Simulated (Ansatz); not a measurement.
## BNa (charge +1): a ladder of basis sets, step by step

Program: the Ansatz DFT code, driven from Python.

`bna.xyz`
```text
2

Na    0.00000    0.00000    0.00000
B     0.00000    0.00000    2.49000
```

The cells in order, each with its output:

**Cell 1**
```python
from dataclasses import dataclass

import ansatz as az
```

**Cell 2**
```python
@dataclass(frozen=True)
class Settings:
    functional: str = "PBE0"
    charge: int = 1
```

**Cell 3**
```python
cfg = Settings()
```

**Cell 4**
```python
mol = az.Crystal.molecule_from_extxyz("bna.xyz")
```

**Cell 5**
```python
setup = (
    mol.calculation()
    .functional(cfg.functional)
    .charge(cfg.charge)
    .spin("collinear", total=1)
)
```

**Cell 6**
```python
energies = {}
for basis in ["STO-3G", "6-31G", "6-31G*", "def2-SVP", "def2-SVPD", "def2-TZVP", "def2-TZVPP"]:
    r = setup.basis(gaussian=basis).run(threads=1).report
    size = r["n_frozen"] + r["n_occupied"][0] + r["n_virtual"][0]
    energies[basis] = (r["reference_energy_ev"] / 27.211386246, r["free_energy_ev"] / 27.211386246)
    print(f"{basis:14s} {size:4d} orbitals  reference {energies[basis][0]:14.6f} Ha  total {energies[basis][1]:14.6f} Ha")
```
Output:
```text
STO-3G           14 orbitals  reference    -184.334425 Ha  total    -184.334425 Ha
6-31G            22 orbitals  reference    -186.599394 Ha  total    -186.599394 Ha
6-31G*           34 orbitals  reference    -186.601846 Ha  total    -186.601846 Ha
def2-SVP         29 orbitals  reference    -186.528631 Ha  total    -186.528631 Ha
def2-SVPD        38 orbitals  reference    -186.530760 Ha  total    -186.530760 Ha
def2-TZVP        63 orbitals  reference    -186.617385 Ha  total    -186.617385 Ha
def2-TZVPP       63 orbitals  reference    -186.617385 Ha  total    -186.617385 Ha
```

**Cell 7**
```python
last = energies["def2-TZVPP"][1]
for basis, (_, total) in energies.items():
    print(f"{basis:14s} lies {27.211386 * (total - last):9.4f} eV above def2-TZVPP")
```
Output:
```text
STO-3G         lies   62.1225 eV above def2-TZVPP
6-31G          lies    0.4895 eV above def2-TZVPP
6-31G*         lies    0.4228 eV above def2-TZVPP
def2-SVP       lies    2.4151 eV above def2-TZVPP
def2-SVPD      lies    2.3572 eV above def2-TZVPP
def2-TZVP      lies    0.0000 eV above def2-TZVPP
def2-TZVPP     lies    0.0000 eV above def2-TZVPP
```

Against STO-3G: 6-31G -2265.0 mHa, 6-31G* -2267.4 mHa, def2-SVP -2194.2 mHa, def2-SVPD -2196.3 mHa, def2-TZVP -2283.0 mHa and def2-TZVPP -2283.0 mHa. The last step alone is +0.00 mHa (these two sets differ little on atoms other than hydrogen).

Notes:
- The drop along the ladder measures the basis error, and is no property of the molecule.
- The geometry is a force-field or estimated start, not a minimum of this method, and the last set is no limit. Much of the fall in a total is atomic energy, which cancels in bond and reaction energies.
- The species is open-shell (spin multiplicity 2).
- Totals across families of basis sets mostly measure their core functions.
- The spin state was assumed, and another may lie lower.
- Hardware and time: 6.9 s on 1 thread of Arm Neoverse V2, on a shared host, peak memory 0.17 GiB.
